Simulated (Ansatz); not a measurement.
## HAs–AsH⁺, doublet in cc-pVDZ: errors against UCCSDT(Q)

Geometry: that of the HAs–AsH, singlet, kept fixed.

```xyz
4

As    0.0000   -0.0500    1.1158
As    0.0000    0.0500   -1.1158
H     0.0000    1.4742    1.2479
H     0.0000   -1.4742   -1.2479
```

Basis cc-pVDZ; Ansatz 0.2.0. Correlated methods freeze the noble-gas cores and the filled d shells of p-block atoms, which leaves 11 electrons in 36 orbitals. R marks a restricted (for open shells ROHF) determinant, U an unrestricted one. Active spaces: valence = (11e, 10o) chosen from the atoms' valence shells. No spin–orbit coupling is included, and no scalar relativity.

Full CI isn't at hand for all of this; UCCSDT(Q) serves as the reference, and is uncertain by the last step of the cluster series or more. The frozen core follows each run's orbitals, which can shift R against U totals by a few meV for light atoms and by up to 0.1 eV past Ca.

Coupled cluster chose its determinant by a search with trial CCSD, here up to 0.54 eV above the lowest Hartree–Fock solution of its kind.

The UHF ⟨S²⟩ is 0.756. The ⟨S²⟩ of the determinant under UCCSD is 0.799, the T1 diagnostic (RCCSD) is 0.0319 and the largest doubles amplitude (RCCSD) is 0.194. The T1 diagnostic (UCCSD) is 0.0304.

From what is known of these methods and the diagnostics, rank them by the size of their error in total energy against UCCSDT(Q) in cc-pVDZ, smallest first (an estimate: the text doesn't fix the numbers).
A. UCCSDT
B. UCCSD
C. UCCSD(T)

A (3.2 kJ/mol), C (6.8 kJ/mol), B (37.9 kJ/mol).

All errors are against UCCSDT(Q) in cc-pVDZ. Within each family the higher level lies nearer, as is usual though not guaranteed.

Natural occupations of CASSCF (valence space) about the gap: 1.975 1.958 1.940 1.855 1.023 0.151 0.046 0.030 0.030; effectively unpaired electrons, Σ n²(2−n)², 1.19.
